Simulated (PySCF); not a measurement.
NMR data simulated for an unnamed compound:

1H NMR (600 MHz, computed): δ 4.98 (m, 2H).

13C{1H} NMR (computed): δ 86.6 (CH, m).

Relativity neglected, one computed conformer, rapidly exchanging positions averaged, no solvent. J: B3LYP/pcJ-1; coordinates at the PBE0-D3(BJ)/def2-SVP level; GIAO PBE0/pcSseg-1 shieldings; PySCF 2.14.0 with density-fitted response routines.

Scale: 1H and 13C against TMS (reference shieldings calculated alike).

Q: Which of these does the molecule contain: a three-membered ring, an amide, an aldehyde, an OH group?

A: 
- A three-membered ring: yes.
- An amide: no.
- An aldehyde: no.
- An OH group: no.

The data belong to `F[C@@H]1O[C@@H]1F`, C2H2F2O; they needn't prove each group on their own.

Carbon signals by region: 1 at 50–100 ppm.

Common functionals overestimate the size of one-bond C–F couplings by tens of Hz; these are unscaled. Multiplet labels drop couplings under 1 Hz and merge nearly equal ones. Couplings among chemically equivalent protons are left out too, so labels in AA′BB′ or AA′XX′ sets are apparent multiplicities. Shifts are as computed. Against solution values, carbons near 30 ppm lie about +2 ppm off and those near 130 ppm about +5 ppm. Of 1211 compounds with measured shifts, 218 miss one by over three times the rms of a fit or turn the order of signals round; such compounds aren't used in these exercises.
